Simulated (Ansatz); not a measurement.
## A ladder of methods for AlH3Cl− (SMILES [H][Al-]([H])([H])[Cl])

AlH3Cl− has 5 atoms, charge -1, and is taken as a singlet. SMILES: `[H][Al-]([H])([H])[Cl]`. Geometry: a GFN2-xTB relaxation, a rough one for these elements and not checked as a minimum.

```csv
atom,x (Å),y (Å),z (Å)
Al,-0.0024,0.0004,-0.1342
Cl,0.0138,-0.0184,1.9618
H,1.5321,0.0117,-0.6170
H,-0.7754,1.3344,-0.5904
H,-0.7681,-1.3281,-0.6202
```

Quantity: the energy change with the Al1–H4 bond stretched from 1.608 to 4.019 Å, in eV. The values are calculated.

```csv
level,kind,program,value (eV),less FCI/STO-3G
HF/STO-3G (restricted),Hartree–Fock,Ansatz,8.43,+2.34
SVWN5/STO-3G (restricted),LDA,Ansatz,6.32,+0.23
BLYP/STO-3G (restricted),GGA,Ansatz,5.91,-0.18
revPBE/STO-3G (restricted),GGA,Ansatz,5.95,-0.14
r2SCAN0/STO-3G (restricted),hybrid meta-GGA,Ansatz,7.05,+0.96
B2PLYP/STO-3G (restricted),double hybrid,Ansatz,6.47,+0.38
CCSD(T)/STO-3G (restricted),coupled cluster or CI,Ansatz,5.02,-1.07
CCSD/STO-3G (restricted),coupled cluster or CI,Ansatz,6.22,+0.13
FCI/STO-3G,exact in the basis,Ansatz,6.09,0.00
```

FCI/STO-3G is exact within its basis and frozen core, so for wave-function methods in that basis the difference is their error; functionals converge differently with the basis, so for them it is only a difference. Spin-restricted single references rise too steeply as a bond breaks, Hartree–Fock most of all. Perturbation and coupled-cluster corrections on them can overshoot downwards. Sets without diffuse functions describe the anion poorly. The first shape isn't each level's own minimum. The values span 5.02 to 8.43 eV. All rows use very small basis sets, so even the best lies far from the true value.
